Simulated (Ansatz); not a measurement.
**One structure, 3 elements: BiP3, BiAs3, BiSb3**

Plane-wave DFT in Ansatz with scalar-relativistic PAW potentials, cutoff 420 eV, Γ-centred meshes chosen by cell and gap, Gaussian smearing with energies taken to zero width. Every cell was relaxed (cell and atoms) in a run of its own, within the symmetry of its start. Functional: PBE.

All members share space group Pm-3m and the same sites; only the element on one set of sites changes (P, As, Sb). Members needn't be the stable form of their composition. Energies over the elements, where given, are against the elements' standard states in the same functional (H₂, N₂, O₂ and halogens uncorrected, Hg as a solid). The first member:

Space group Pm-3m (No. 221). a = 4.266 Å, b = 4.266 Å, c = 4.266 Å, α = 90.00°, β = 90.00°, γ = 90.00°
| atom | site | symmetry | x | y | z |
| --- | --- | --- | --- | --- | --- |
| Bi | 1a | m-3m | 0.0000 | 0.0000 | 0.0000 |
| P | 3c | 4/mm.m | 0.0000 | 0.5000 | 0.5000 |

| compound | V (Å³/atom) | a (Å) | energy over elements (eV/atom) |
| --- | --- | --- | --- |
| BiP3 | 19.41 | 4.266 | 0.805 |
| BiSb3 | 28.63 | 4.856 | 0.291 |

Question: Predict the member with As.

Answer: V (Å³/atom) 22.46, a (Å) 4.479, energy over elements (eV/atom) 0.483. Interpolating linearly in period between P and Sb would give 24.02 Å³/atom (6.9 % too large), with 0.548 eV/atom over the elements. Over the whole series the volume grows at each step down the group; all are metallic on the mesh; none is bound against its elements in this structure, and Sb comes closest.

Spin-orbit coupling is left out, which matters for the bands of heavy elements. For Tl, Pb and Bi spin-orbit coupling shifts energies too.